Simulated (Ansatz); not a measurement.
Si(OH)H3 (SiOH4), relaxed as a singlet with RKS r2SCAN-D4/def2-TZVP in Ansatz, starting from the GFN2-xTB geometry. Force threshold 0.02 eV/Å.

Start:

```xyz
6

Si    0.218    0.009   -0.368
O    -0.666    0.438    0.926
H    -0.911   -0.183    1.606
H    -0.485   -1.013   -1.148
H     1.513   -0.527    0.054
H     0.332    1.276   -1.070
```

```json
{"step": "1", "energy (eV)": "-9990.0315", "largest force component (eV/Å)": "0.808", "SCF passes": "22"}
{"step": "2", "energy (eV)": "-9990.0824", "largest force component (eV/Å)": "0.366", "SCF passes": "28"}
{"step": "3", "energy (eV)": "-9990.0865", "largest force component (eV/Å)": "0.198", "SCF passes": "27"}
{"step": "4", "energy (eV)": "-9990.0872", "largest force component (eV/Å)": "0.316", "SCF passes": "27"}
{"step": "5", "energy (eV)": "-9990.0904", "largest force component (eV/Å)": "0.047", "SCF passes": "29"}
{"step": "6", "energy (eV)": "-9990.0904", "largest force component (eV/Å)": "0.001", "SCF passes": "21"}
```

Force components are those of the run's own axes.

End:

```xyz
6

Si    0.198    0.026   -0.341
O    -0.697    0.459    0.975
H    -0.910   -0.225    1.614
H    -0.491   -1.006   -1.162
H     1.527   -0.516    0.049
H     0.373    1.262   -1.135
```

By distances, no bond broke or formed. The bond that changes most is Si1–H6, from 1.45 to 1.48 Å (atoms count from 1).

No frequencies were taken in this run, so the end may be a saddle point.

It took 3.9 s on 4 threads of AMD EPYC 9B14 on a shared host.
